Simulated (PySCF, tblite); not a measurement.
A set of runs on `C[CH]C(C)C` [radical]; the geometry of each is named by its level. Settings lines and outputs come from a driver script.

C5H11 (doublet state).
Atom-mapped SMILES: `[CH3:1][CH:2][CH:3]([CH3:4])[CH3:5]` (hydrogens: H6, H7, H8 on C1; H9 on C2; H10 on C3; H11, H12, H13 on C4; H14, H15, H16 on C5)

Step 1: GFN2-xTB geometry optimisation, gas phase (tblite 0.8.0) (from a force-field or distance-geometry start)
```json
{"job": {"kind": "relax", "xc": "GFN2-xTB", "basis": "xTB"}, "charge": 0, "multiplicity": 2}
```
```
step      E/eV     max force
  0    -441.84457    0.658
  1    -441.85988    0.304
  2    -441.86569    0.185
...
 62    -441.87720    0.016
 63    -441.87722    0.015
 64    -441.87725    0.012
 65    -441.87727    0.013
 66    -441.87728    0.010
```

Energy lowered by 0.8 kcal/mol over 66 steps; largest atomic force 0.010 eV/Å at the end. «max force» is the largest atomic force in eV/Å.

Step 2: GFN2-xTB harmonic vibrations, gas phase (tblite 0.8.0) (on the GFN2-xTB geometry)
```json
{"job": {"kind": "ir", "xc": "GFN2-xTB", "basis": "xTB"}, "charge": 0, "multiplicity": 2}
```
```
(table of modes left out)
```

42 modes from 21 to 3098 cm⁻¹ (unscaled, harmonic); zero-point energy 89.9 kcal/mol; all wavenumbers are real at this level.

Step 3: UKS B3LYP, pcH-1 on C H, non-relativistic, mean-field spin-orbit, GIAO (PySCF 2.14.0) (on the GFN2-xTB geometry)
```json
{"job": {"kind": "epr", "basis": "pcH-1"}, "charge": 0, "multiplicity": 2}
```
```
...
E = -197.12749126 Eh   <S^2> = 0.7538 (exact 0.7500)
g shifts (ppm)      1          2          3
  rmc          -145       -145       -145
  gc              1         34         31
  oz_so         -29        485        669
  total        -174        374        555
hyperfine (MHz)  atom isotope    a_iso     a_fc   dipolar eigenvalues
    0   13C     -33.72     -33.72     -2.35      0.01      2.34
    1   13C     100.05     100.05    -81.30    -80.44    161.74
    2   13C     -29.78     -29.78     -2.04     -0.11      2.14
    3   13C      73.97      73.97     -5.13     -5.01     10.14
    4   13C      35.64      35.64     -2.87     -2.75      5.62
    5    1H      20.75      20.75     -4.81     -4.08      8.89
    6    1H     154.16     154.16     -5.38     -3.11      8.49
    7    1H      60.55      60.55     -4.79     -4.67      9.47
    8    1H     -60.23     -60.23    -38.45     -0.45     38.91
    9    1H      11.41      11.41     -5.32     -3.97      9.29
   10    1H      -2.45      -2.45     -4.99     -2.30      7.29
   11    1H      21.22      21.22     -3.32     -1.54      4.86
   12    1H      -2.88      -2.88     -5.29     -2.04      7.34
   13    1H       8.58       8.58     -2.33     -1.60      3.94
   14    1H      -1.88      -1.88     -3.44     -2.82      6.26
...
```

⟨S²⟩ 0.754; g_iso 2.0026. rmc, gc and oz_so are the mass-correction, gauge-correction and orbital-Zeeman/spin–orbit parts of the g shift along its three principal axes; a_iso is the isotropic hyperfine coupling and a_fc its Fermi-contact part. The log counts atoms from 0, this text from 1.

Task: Which step took the most CPU time, and about what did each take on one thread, Arm Neoverse V2 (aarch64), no GPU, shared host?

Result: Step 3, about 98 % of the total. CPU time by step: 1: 0.2 s, 2: 0.25 s, 3: 29 s.

Geometry of the electronic-property runs (GFN2-xTB):
```
atom  x, y, z in Å
C1     2.1957    0.0443   -0.0154
C2     0.8432   -0.4986   -0.2566
C3    -0.3802    0.1123    0.3150
C4    -1.0365    1.0688   -0.7023
C5    -1.3943   -0.9618    0.7246
H6     2.2389    0.5808    0.9313
H7     2.4968    0.7468   -0.8046
H8     2.9417   -0.7517   -0.0078
H9     0.7224   -1.2529   -1.0165
H10   -0.1103    0.7001    1.2001
H11   -1.3169    0.5246   -1.6013
H12   -1.9295    1.5196   -0.2745
H13   -0.3445    1.8606   -0.9787
H14   -2.2946   -0.5021    1.1264
H15   -1.6699   -1.5680   -0.1354
H16   -0.9695   -1.6137    1.4842
```

 (This holds for the electronic-property runs.)

One conformer stands for the species.
